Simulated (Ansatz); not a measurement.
Input file:

```yaml
crystal:
  periodic: [false, false, false]
  atoms:
    - {symbol: Hf, position_ang: [0.000000, 0.000000, 0.000000]}
    - {symbol: Cl, position_ang: [0.000000, 0.000000, 2.226400]}
basis:
  gaussian: {orbitals: def2-TZVPP}
total_charge: 1
magnetization: {spin_polarized: false, initial_magnetization: 2}
correlation: {method: ccsd_t, electrons: outside_noble_gas}
output: {forces: true}
```

```sh
$ ansatz run in.yaml --threads 2 --pin off --events-out ev --progress --plain --max-ram 16896MiB --backend cuda --devices 0, --max-vram 18GiB
```

Output:

```
614 factors; integrals over basis functions are off by at most 8.3e-4 eV
mean field evaluation 1: about -13783.3976 eV, gradient 3.7e1 eV
mean field evaluation 2: about -13783.5819 eV, gradient 3.7e1 eV
mean field evaluation 4: about -13788.6748 eV, gradient 3.0e0 eV
mean field evaluation 8: about -13788.8080 eV, gradient 4.6e-1 eV
mean field evaluation 16: about -13788.8125 eV, gradient 2.7e-5 eV
mean field evaluation 32: about -13789.6813 eV, gradient 1.1e-1 eV
mean field evaluation 64: about -13788.8125 eV, gradient 2.0e-3 eV
mean field evaluation 96: about -13788.8125 eV, gradient 1.6e-5 eV
mean field evaluation 128: about -13789.6783 eV, gradient 2.3e-1 eV
mean field evaluation 160: about -13784.2833 eV, gradient 1.2e0 eV
...
cycle   7  -6.65899600 eV  change    1.2e-5 eV  update   1.2e-4
cycle   8  -6.65898880 eV  change    7.2e-6 eV  update   6.1e-5
cycle   9  -6.65898930 eV  change   -5.0e-7 eV  update   2.8e-5
cycle  10  -6.65898170 eV  change    7.6e-6 eV  update   1.1e-5
cycle  11  -6.65898342 eV  change   -1.7e-6 eV  update   4.7e-6
cycle  12  -6.65898452 eV  change   -1.1e-6 eV  update   2.1e-6
cycle  13  -6.65898480 eV  change   -2.8e-7 eV  update   1.1e-6
cycle  14  -6.65898456 eV  change    2.4e-7 eV  update   7.6e-7
cycle  15  -6.65898461 eV  change   -5.0e-8 eV  update   5.2e-7
cycle  16  -6.65898445 eV  change    1.7e-7 eV  update   3.5e-7
perturbative correction -0.33188496 eV, -0.0121965474 hartree
the calculation of the forces begins
Total energy: -13796.67229676 eV, -507.0183551857 hartree
Atom 0 at     0.000000     0.000000     0.000000 Å, force    -0.000000    -0.000000    -0.684014 eV/Å
Atom 1 at     0.000000     0.000000     2.226400 Å, force    -0.000000     0.000000     0.684014 eV/Å
Dipole moment:    -0.000000     0.000000    -0.881468 e Å
```

Forces (eV/Å):
```
Hf   0.000  0.000 -0.684
Cl   0.000  0.000  0.684
```

Ran on 2 threads of AMD EPYC 7R13 with a shared H100 80 GB, shared host: 15 s wall, 0.96 GiB peak host memory.
